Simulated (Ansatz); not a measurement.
# Nudged elastic band run: BH4NO

The input (input.yaml):

```yaml
crystal:
  periodic: [false, false, false]
  atoms:
    - { symbol: B, position_ang: [0.413227, -0.032449, 0.019044] }
    - { symbol: "N", position_ang: [0.628153, -0.076814, 1.410488] }
    - { symbol: H, position_ang: [-0.078996, -0.304529, 2.101211] }
    - { symbol: H, position_ang: [1.534194, 0.123586, 1.814742] }
    - { symbol: H, position_ang: [1.333313, 0.250905, -0.710228] }
    - { symbol: O, position_ang: [-0.787504, -0.292404, -0.582846] }
    - { symbol: H, position_ang: [-1.500586, -0.514995, 0.028689] }
basis:
  gaussian: { orbitals: def2-SVP }
hamiltonian:
  xc: b3lyp
  dispersion: d4
neb:
  order_check: false
  images: 9
  f_tol: 0.05
  max_iterations: 60
  final_atoms:
    - { symbol: B, position_ang: [-1.36570987, -0.45008213, -1.65635521] }
    - { symbol: "N", position_ang: [0.81518924, 0.0722071, 1.30943767] }
    - { symbol: H, position_ang: [0.36662033, 0.53517635, 2.10264725] }
    - { symbol: H, position_ang: [1.355457, -0.71113177, 1.68254518] }
    - { symbol: H, position_ang: [1.48267516, 0.7362814, 0.91137323] }
    - { symbol: O, position_ang: [-0.89597556, -0.65780012, -0.49717409] }
    - { symbol: H, position_ang: [-0.2164553, -0.37135084, 0.22862596] }
  initial_path:
    images:
      - { positions_ang: [[0.413227, -0.032449, 0.019044], [0.628153, -0.076814, 1.410488], [-0.078996, -0.304529, 2.101211], [1.534194, 0.123586, 1.814742], [1.333313, 0.250905, -0.710228], [-0.787504, -0.292404, -0.582846], [-1.500586, -0.514995, 0.028689]] }
      - { positions_ang: [[0.33054243, -0.02748171, 0.01494444], [0.70991701, -0.06002152, 1.40998685], [-0.03139294, -0.29350736, 2.06971042], [1.6107307, 0.15495274, 1.83821821], [1.34457929, 0.19715569, -0.57127283], [-0.87451511, -0.23590218, -0.60712814], [-1.54806038, -0.58189566, -0.07335896]] }
      - { positions_ang: [[0.24785787, -0.02251442, 0.01084489], [0.79168101, -0.04322904, 1.40948571], [0.01621012, -0.28248572, 2.03820984], [1.68726741, 0.18631949, 1.86169442], [1.35584558, 0.14340638, -0.43231765], [-0.96152622, -0.17940037, -0.63141029], [-1.59553477, -0.64879632, -0.17540691]] }
      - { positions_ang: [[0.1651733, -0.01754713, 0.00674533], [0.87344502, -0.02643656, 1.40898456], [0.06381317, -0.27146408, 2.00670926], [1.76380411, 0.21768623, 1.88517063], [1.36711187, 0.08965707, -0.29336248], [-1.04853732, -0.12289855, -0.65569243], [-1.64300915, -0.71569697, -0.27745487]] }
      - { positions_ang: [[0.08248874, -0.01257984, 0.00264577], [0.95520903, -0.00964408, 1.40848341], [0.11141623, -0.26044244, 1.97520867], [1.84034082, 0.24905298, 1.90864684], [1.37837815, 0.03590776, -0.1544073], [-1.13554843, -0.06639674, -0.67997457], [-1.69048353, -0.78259763, -0.37950283]] }
      - { positions_ang: [[-0.00019583, -0.00761256, -0.00145378], [1.03697303, 0.00714839, 1.40798227], [0.15901929, -0.2494208, 1.94370809], [1.91687752, 0.28041972, 1.93212305], [1.38964444, -0.01784156, -0.01545213], [-1.22255954, -0.00989492, -0.70425672], [-1.73795792, -0.84949829, -0.48155078]] }
      - { positions_ang: [[-0.27329864, -0.09610647, -0.33243407], [0.99261627, 0.02016014, 1.38827335], [0.2005395, -0.09250137, 1.97549592], [1.80459342, 0.08210943, 1.88220748], [1.40825059, 0.13298304, 0.16991295], [-1.15724274, -0.13947596, -0.66284019], [-1.43365739, -0.7538688, -0.33951543]] }
      - { positions_ang: [[-0.54640145, -0.18460038, -0.66341435], [0.94825952, 0.03317188, 1.36856443], [0.2420597, 0.06441806, 2.00728376], [1.69230932, -0.11620087, 1.8322919], [1.42685673, 0.28380763, 0.35527802], [-1.09192595, -0.269057, -0.62142366], [-1.12935687, -0.65823931, -0.19748009]] }
      - { positions_ang: [[-0.81950425, -0.2730943, -0.99439464], [0.90390276, 0.04618362, 1.34885551], [0.28357991, 0.22133749, 2.03907159], [1.58002521, -0.31451117, 1.78237633], [1.44546287, 0.43463222, 0.54064309], [-1.02660915, -0.39863804, -0.58000714], [-0.82505635, -0.56260982, -0.05544474]] }
      - { positions_ang: [[-1.09260706, -0.36158821, -1.32537492], [0.859546, 0.05919536, 1.32914659], [0.32510012, 0.37825692, 2.07085942], [1.46774111, -0.51282147, 1.73246075], [1.46406902, 0.58545681, 0.72600816], [-0.96129236, -0.52821908, -0.53859061], [-0.52075582, -0.46698033, 0.08659061]] }
      - { positions_ang: [[-1.36570987, -0.45008213, -1.65635521], [0.81518924, 0.0722071, 1.30943767], [0.36662033, 0.53517635, 2.10264725], [1.355457, -0.71113177, 1.68254518], [1.48267516, 0.7362814, 0.91137323], [-0.89597556, -0.65780012, -0.49717409], [-0.2164553, -0.37135084, 0.22862596]] }
```

Command:

```bash
$ ansatz run input.yaml --threads 1 --pin off --max-ram 2048MiB --backend cpu --events-out ev --progress --plain --runs-dir out
```

Output, in part (warnings, iteration lines):

```
NEB end point (image 0): max|allowed force component| = 2.398e-2 eV/Å (the criterion of neb.relax_end_points is 1.000e-2)
NEB end point (image 10): max|allowed force component| = 1.854e-2 eV/Å (the criterion of neb.relax_end_points is 1.000e-2)
NEB iter   1: max|band force component| = 7.273e2 eV/Å  barrier→ = 185.7940 eV  barrier← = 182.8226 eV  Δτ_max = 0.2000 Å  (269 SCF iters)
NEB iter   2: max|band force component| = 5.508e2 eV/Å  barrier→ = 138.9981 eV  barrier← = 136.0267 eV  Δτ_max = 0.2000 Å  (255 SCF iters)
NEB iter   3: max|band force component| = 2.176e2 eV/Å  barrier→ = 63.8474 eV  barrier← = 60.8760 eV  Δτ_max = 0.2000 Å  (257 SCF iters)
NEB iter   4: max|band force component| = 1.351e2 eV/Å  barrier→ = 30.0893 eV  barrier← = 27.1179 eV  Δτ_max = 0.2000 Å  (247 SCF iters)
NEB iter   5: max|band force component| = 6.813e1 eV/Å  barrier→ = 15.2208 eV  barrier← = 12.2494 eV  Δτ_max = 0.1859 Å  (250 SCF iters)
NEB iter   6: max|band force component| = 2.963e1 eV/Å  barrier→ = 8.5270 eV  barrier← = 5.5556 eV  Δτ_max = 0.2000 Å  (253 SCF iters)
NEB iter   7: max|band force component| = 1.910e1 eV/Å  barrier→ = 7.3465 eV  barrier← = 4.3751 eV  Δτ_max = 0.2000 Å  (246 SCF iters)
NEB iter   8: max|band force component| = 1.321e1 eV/Å  barrier→ = 6.7651 eV  barrier← = 3.7937 eV  Δτ_max = 0.1021 Å  (265 SCF iters)
NEB iter   9: max|band force component| = 8.759e0 eV/Å  barrier→ = 6.2984 eV  barrier← = 3.3270 eV  Δτ_max = 0.1016 Å  (242 SCF iters)
NEB iter  10: max|band force component| = 5.390e0 eV/Å  barrier→ = 5.3403 eV  barrier← = 2.3689 eV  Δτ_max = 0.1006 Å  (240 SCF iters)
NEB iter  11: max|band force component| = 4.870e0 eV/Å  barrier→ = 5.2314 eV  barrier← = 2.2600 eV  Δτ_max = 0.1014 Å  (238 SCF iters)
NEB iter  12: max|band force component| = 3.780e0 eV/Å  barrier→ = 5.0562 eV  barrier← = 2.0848 eV  Δτ_max = 0.1005 Å  (239 SCF iters)
NEB iter  13: max|band force component| = 2.430e0 eV/Å  barrier→ = 4.9688 eV  barrier← = 1.9974 eV  Δτ_max = 0.1004 Å  (238 SCF iters)
NEB iter  14: max|band force component| = 1.713e0 eV/Å  barrier→ = 4.8978 eV  barrier← = 1.9264 eV  Δτ_max = 0.1908 Å  (237 SCF iters)
NEB iter  15: max|band force component| = 4.085e0 eV/Å  barrier→ = 4.8059 eV  barrier← = 1.8345 eV  Δτ_max = 0.1007 Å  (263 SCF iters)
NEB iter  16: max|band force component| = 1.690e0 eV/Å  barrier→ = 4.7725 eV  barrier← = 1.8011 eV  Δτ_max = 0.1969 Å  (236 SCF iters)
NEB iter  17: max|band force component| = 3.435e0 eV/Å  barrier→ = 5.0053 eV  barrier← = 2.0339 eV  Δτ_max = 0.1007 Å  (255 SCF iters)
NEB iter  18: max|band force component| = 2.243e0 eV/Å  barrier→ = 4.6426 eV  barrier← = 1.6712 eV  Δτ_max = 0.1005 Å  (237 SCF iters)
NEB iter  19: max|band force component| = 7.037e-1 eV/Å  barrier→ = 4.4826 eV  barrier← = 1.5112 eV  Δτ_max = 0.1984 Å  (236 SCF iters)
NEB iter  20: max|band force component| = 1.164e0 eV/Å  barrier→ = 4.3819 eV  barrier← = 1.4105 eV  Δτ_max = 0.0996 Å  (242 SCF iters)
NEB iter  21: max|band force component| = 1.241e0 eV/Å  barrier→ = 4.2570 eV  barrier← = 1.2855 eV  Δτ_max = 0.1001 Å  (237 SCF iters)
NEB iter  22: max|band force component| = 5.545e-1 eV/Å  barrier→ = 4.1511 eV  barrier← = 1.1797 eV  Δτ_max = 0.1996 Å  (234 SCF iters)
NEB iter  23: max|band force component| = 7.769e-1 eV/Å  barrier→ = 3.9965 eV  barrier← = 1.0251 eV  CI = image 3  Δτ_max = 0.2000 Å  (247 SCF iters)
NEB iter  24: max|band force component| = 1.058e0 eV/Å  barrier→ = 4.1506 eV  barrier← = 1.1792 eV  CI = image 3  Δτ_max = 0.2000 Å  (245 SCF iters)
NEB iter  25: max|band force component| = 2.135e0 eV/Å  barrier→ = 4.5050 eV  barrier← = 1.5336 eV  CI = image 3  Δτ_max = 0.1012 Å  (257 SCF iters)
NEB iter  26: max|band force component| = 1.624e0 eV/Å  barrier→ = 4.5317 eV  barrier← = 1.5603 eV  CI = image 3  Δτ_max = 0.2000 Å  (237 SCF iters)
NEB iter  27: max|band force component| = 2.103e0 eV/Å  barrier→ = 4.7990 eV  barrier← = 1.8276 eV  CI = image 3  Δτ_max = 0.1011 Å  (253 SCF iters)
NEB iter  28: max|band force component| = 1.630e0 eV/Å  barrier→ = 4.7014 eV  barrier← = 1.7300 eV  CI = image 3  Δτ_max = 0.2000 Å  (235 SCF iters)
NEB iter  29: max|band force component| = 2.122e0 eV/Å  barrier→ = 4.7357 eV  barrier← = 1.7643 eV  CI = image 3  Δτ_max = 0.2000 Å  (246 SCF iters)
NEB iter  30: max|band force component| = 1.798e0 eV/Å  barrier→ = 4.8083 eV  barrier← = 1.8369 eV  CI = image 3  Δτ_max = 0.2000 Å  (256 SCF iters)
NEB iter  31: max|band force component| = 1.476e0 eV/Å  barrier→ = 4.4296 eV  barrier← = 1.4582 eV  CI = image 3  Δτ_max = 0.2000 Å  (257 SCF iters)
NEB iter  32: max|band force component| = 2.972e0 eV/Å  barrier→ = 4.2180 eV  barrier← = 1.2465 eV  CI = image 2  Δτ_max = 0.0999 Å  (258 SCF iters)
NEB iter  33: max|band force component| = 1.751e0 eV/Å  barrier→ = 3.9556 eV  barrier← = 0.9841 eV  CI = image 6  Δτ_max = 0.2000 Å  (240 SCF iters)
NEB iter  34: max|band force component| = 2.869e0 eV/Å  barrier→ = 3.9729 eV  barrier← = 1.0015 eV  CI = image 2  Δτ_max = 0.1996 Å  (264 SCF iters)
NEB iter  35: max|band force component| = 1.523e0 eV/Å  barrier→ = 3.8394 eV  barrier← = 0.8680 eV  CI = image 7  Δτ_max = 0.2000 Å  (266 SCF iters)
NEB iter  36: max|band force component| = 2.376e0 eV/Å  barrier→ = 4.3625 eV  barrier← = 1.3911 eV  CI = image 2  Δτ_max = 0.1000 Å  (258 SCF iters)
NEB iter  37: max|band force component| = 1.968e0 eV/Å  barrier→ = 4.3170 eV  barrier← = 1.3456 eV  CI = image 2  Δτ_max = 0.1975 Å  (239 SCF iters)
NEB iter  38: max|band force component| = 1.174e0 eV/Å  barrier→ = 4.4330 eV  barrier← = 1.4616 eV  CI = image 2  Δτ_max = 0.2000 Å  (262 SCF iters)
NEB iter  39: max|band force component| = 1.492e0 eV/Å  barrier→ = 4.3428 eV  barrier← = 1.3714 eV  CI = image 2  Δτ_max = 0.1017 Å  (261 SCF iters)
NEB iter  40: max|band force component| = 1.352e0 eV/Å  barrier→ = 4.3290 eV  barrier← = 1.3576 eV  CI = image 2  Δτ_max = 0.1011 Å  (241 SCF iters)
NEB iter  41: max|band force component| = 8.124e-1 eV/Å  barrier→ = 4.3072 eV  barrier← = 1.3358 eV  CI = image 2  Δτ_max = 0.1992 Å  (240 SCF iters)
NEB iter  42: max|band force component| = 1.402e0 eV/Å  barrier→ = 4.2940 eV  barrier← = 1.3226 eV  CI = image 2  Δτ_max = 0.1002 Å  (250 SCF iters)
NEB iter  43: max|band force component| = 1.552e0 eV/Å  barrier→ = 4.2920 eV  barrier← = 1.3206 eV  CI = image 2  Δτ_max = 0.1002 Å  (236 SCF iters)
NEB iter  44: max|band force component| = 1.599e0 eV/Å  barrier→ = 4.2910 eV  barrier← = 1.3195 eV  CI = image 2  Δτ_max = 0.1820 Å  (237 SCF iters)
NEB iter  45: max|band force component| = 1.793e0 eV/Å  barrier→ = 4.2908 eV  barrier← = 1.3194 eV  CI = image 2  Δτ_max = 0.0962 Å  (239 SCF iters)
NEB iter  46: max|band force component| = 1.677e0 eV/Å  barrier→ = 4.2908 eV  barrier← = 1.3193 eV  CI = image 2  Δτ_max = 0.0982 Å  (233 SCF iters)
NEB iter  47: max|band force component| = 2.217e0 eV/Å  barrier→ = 4.2908 eV  barrier← = 1.3193 eV  CI = image 2  Δτ_max = 0.1899 Å  (224 SCF iters)
NEB iter  48: max|band force component| = 3.381e0 eV/Å  barrier→ = 4.2908 eV  barrier← = 1.3193 eV  CI = image 2  Δτ_max = 0.1902 Å  (236 SCF iters)
NEB iter  49: max|band force component| = 3.177e0 eV/Å  barrier→ = 4.2908 eV  barrier← = 1.3193 eV  CI = image 2  Δτ_max = 0.2000 Å  (238 SCF iters)
NEB iter  50: max|band force component| = 2.605e0 eV/Å  barrier→ = 4.2908 eV  barrier← = 1.3193 eV  CI = image 2  Δτ_max = 0.2000 Å  (237 SCF iters)
NEB iter  51: max|band force component| = 1.842e0 eV/Å  barrier→ = 4.2908 eV  barrier← = 1.3193 eV  CI = image 2  Δτ_max = 0.2000 Å  (229 SCF iters)
NEB iter  52: max|band force component| = 1.504e0 eV/Å  barrier→ = 4.2908 eV  barrier← = 1.3193 eV  CI = image 2  Δτ_max = 0.2000 Å  (225 SCF iters)
NEB iter  53: max|band force component| = 8.374e-1 eV/Å  barrier→ = 4.2908 eV  barrier← = 1.3193 eV  CI = image 2  Δτ_max = 0.1981 Å  (223 SCF iters)
NEB iter  54: max|band force component| = 1.479e0 eV/Å  barrier→ = 4.2908 eV  barrier← = 1.3193 eV  CI = image 2  Δτ_max = 0.1024 Å  (234 SCF iters)
NEB iter  55: max|band force component| = 3.425e-1 eV/Å  barrier→ = 4.2908 eV  barrier← = 1.3193 eV  CI = image 2  Δτ_max = 0.2000 Å  (216 SCF iters)
NEB iter  56: max|band force component| = 4.410e-1 eV/Å  barrier→ = 4.2908 eV  barrier← = 1.3193 eV  CI = image 2  Δτ_max = 0.0989 Å  (239 SCF iters)
NEB iter  57: max|band force component| = 4.719e-1 eV/Å  barrier→ = 4.2908 eV  barrier← = 1.3193 eV  CI = image 2  Δτ_max = 0.0503 Å  (209 SCF iters)
NEB iter  58: max|band force component| = 2.885e-1 eV/Å  barrier→ = 4.2908 eV  barrier← = 1.3193 eV  CI = image 2  Δτ_max = 0.0505 Å  (209 SCF iters)
NEB iter  59: max|band force component| = 2.115e-1 eV/Å  barrier→ = 4.2908 eV  barrier← = 1.3193 eV  CI = image 2  Δτ_max = 0.0504 Å  (210 SCF iters)
NEB iter  60: max|band force component| = 2.477e-1 eV/Å  barrier→ = 4.2908 eV  barrier← = 1.3193 eV  CI = image 2  Δτ_max = 0.0252 Å  (209 SCF iters)
Error: NEB band did not converge after 60 iterations: max|band force component| = 2.48e-1 eV/Å (threshold 5.0e-2); raise `neb.max_iterations` in a new run, which can start from the last band evaluated (`neb.initial_path`, with `crystal.atoms` and `neb.final_atoms` set to its first and last images), …
```

The run ended unconverged. The band didn't meet its force threshold, so its energies are provisional: the largest band force was still 0.25 eV/Å, and over the last iterations the top stayed at 4.29 eV. The orbitals stay closed-shell, which can raise the energy where a bond breaks towards radicals; this wasn't checked here.

Final band (atoms are numbered from 1 in the order of the input):

```
image  path coordinate (Å)  energy (kcal/mol)  B1–N2 (Å)  B1–H5 (Å)  N2–H5 (Å)
    0                 0.00                0.0       1.41       1.21       2.26
    1                 1.33                0.1       1.40       1.20       2.18
    2                 2.66               98.9       1.53       1.48       1.22
    3                 3.63               82.2       1.73       2.27       1.02
    4                 4.59               85.6       2.48       2.83       1.02
    5                 5.56               86.3       2.79       2.90       1.02
    6                 6.51               80.6       3.05       2.94       1.02
    7                 7.45               70.6       3.29       3.27       1.02
    8                 8.39               68.5       3.64       4.10       1.02
    9                 9.33               68.5       3.71       4.36       1.02
   10                10.27               68.5       3.72       4.01       1.02
```

Time of the run: 9.9 min on 1 thread of Arm Neoverse V2 (shared host), peak memory 0.11 GiB.
